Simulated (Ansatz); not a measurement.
A made-up structure of CH$_{2}$NaO, doublet:

```
atom    x (Å)    y (Å)    z (Å)
  C1  -0.5599   0.4167  -0.3254
  O2   0.4288  -0.2913   0.2737
 Na3   2.1580  -1.6057   1.2549
  H4  -1.7284   0.2316  -0.0227
  H5  -0.2985   1.2486  -1.1805
```

It is relaxed with PBE-D4/def2-SVP and then PBE0-D4/def2-TZVP (Ansatz 0.2.0). Atoms count as bonded within 1.22 times the sum of their covalent radii (H–H: 0.88 Å). The end point is not checked to be a true minimum.

Question: Does its bonding change? (A judgement: the text doesn't fix the answer.)

Answer: By the calculation: No: no bond forms or breaks.

Where it ends: The first stage lowers the energy by 0.71 eV in 8 steps. It ends as CH₂NaO ([CH2][O][Na]):
```
5
angstrom
C -0.4966 0.3962 -0.2653
O 0.4071 -0.0748 0.4372
Na 1.9151 -1.5226 1.0279
H -1.5512 0.1465 -0.0830
H -0.2744 1.0546 -1.1167
```

Labels in which every atom is bracketed show which atoms are joined, not bond orders.

For scale, one of the runs: PBE0-D4/def2-TZVP relaxation, 106 basis functions, launched by `ansatz run in.yaml --threads 2 --pin off --events-out ev --progress --plain --max-ram 4352MiB`. Hardware: 2 CPU threads of an Arm Neoverse V2, shared host. Wall time about 28 s.
